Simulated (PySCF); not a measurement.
Compound: 1,4-dimethoxybenzene, C8H10O2.
Bonds: C1–O2, O2–C3, C3–C4 (aromatic), C4–C5 (aromatic), C5–C6 (aromatic), C6–O7, O7–C8, C6–C9 (aromatic), C9–C10 (aromatic), C3–C10 (aromatic). Hydrogens: H11, H12, H13 on C1; H14 on C4; H15 on C5; H16, H17, H18 on C8; H19 on C9; H20 on C10.

NICS is the negative of the GIAO shielding at a point without a nucleus: at the ring centre (0) and 1 Å above and below it (1); zz is the component along the ring normal. Level: GIAO PBE0/pcSseg-1 (PySCF, non-relativistic, gas phase) on the PBE0-D3(BJ)/def2-SVP geometry, one conformer.

Ring bond lengths (Å), with Mayer bond orders in brackets: C3–C4 1.397 (1.41), C4–C5 1.391 (1.46), C5–C6 1.401 (1.35), C6–C9 1.397 (1.41), C9–C10 1.392 (1.46), C10–C3 1.401 (1.35).

Problem. What do the NICS probes read (ppm)?

Solution. 
| ring | type | NICS(0) | NICS(1), two faces | NICS(1)zz, two faces | rms pucker (Å) | centre to ring atoms, mean (Å) |
| --- | --- | --- | --- | --- | --- | --- |
| C3–C4–C5–C6–C9–C10 | 6-membered carbocycle; formal bonds all aromatic | -10.5 | -11.2 / -11.2 | -26.3 / -26.3 | 0.00 | 1.40 |

Problem. What can be read from them?

Solution. 
- C3–C4–C5–C6–C9–C10: mean NICS(1)zz -26.3 ppm, shielded. The ring is flat and has no four-coordinate atom; by the NICS criterion it is aromatic.

Problem. What does the geometric index give? HOMA = 1 − mean of α(R − Ropt)² over the ring bonds, with Krygowski's 1993 parameters (CC: Ropt 1.388 Å, α 257.7 Å⁻²).

Solution. 
- C3–C4–C5–C6–C9–C10: HOMA 0.98 = 1 − EN − GEO, with mean bond length 1.396 Å, EN = α(Ropt − mean)² = 0.018 and GEO = α × variance = 0.004. The geometric and the magnetic index point the same way.

Problem. What field does 11.7 T along the ring normal induce along that normal at the first NICS(1) probe listed for ring C3–C4–C5–C6–C9–C10, 1 Å off the ring?

Solution. NICSzz × B0 = -26.3 ppm × 11.7 T = -308 μT, against the applied field.

Problem. List the ring angles and the Hirshfeld charges of the ring atoms.

Solution. 
- C3–C4–C5–C6–C9–C10: C3 118.9° (+0.060 e), C4 121.0° (-0.070 e), C5 120.1° (-0.076 e), C6 118.8° (+0.060 e), C9 121.0° (-0.070 e), C10 120.1° (-0.076 e); sum 720.0° against 720° for a flat convex ring.

Problem. How do the values depend on the level or the medium?

Solution. 
```
                 level  NICS(0), C3–C4–C5–C6–C9–C10  mean NICS(1)zz, C3–C4–C5–C6–C9–C10
    PBE0/pcSseg-1, gas                        -10.5                               -26.3
mPW1PW91/pcSseg-1, gas                        -10.6                               -26.3
```

The geometry is the same throughout.

Time: 65 s. Hardware: Arm Neoverse N1, one thread, no GPU, on a shared host. This is the whole shielding run at PBE0/pcSseg-1, SCF included.

Shape of the structure used: `[CH3:1][O:2][c:3]1[cH:4][cH:5][c:6]([O:7][CH3:8])[cH:9][cH:10]1`: C1–O2–C3–C4 180°, C5–C6–O7–C8 0°.
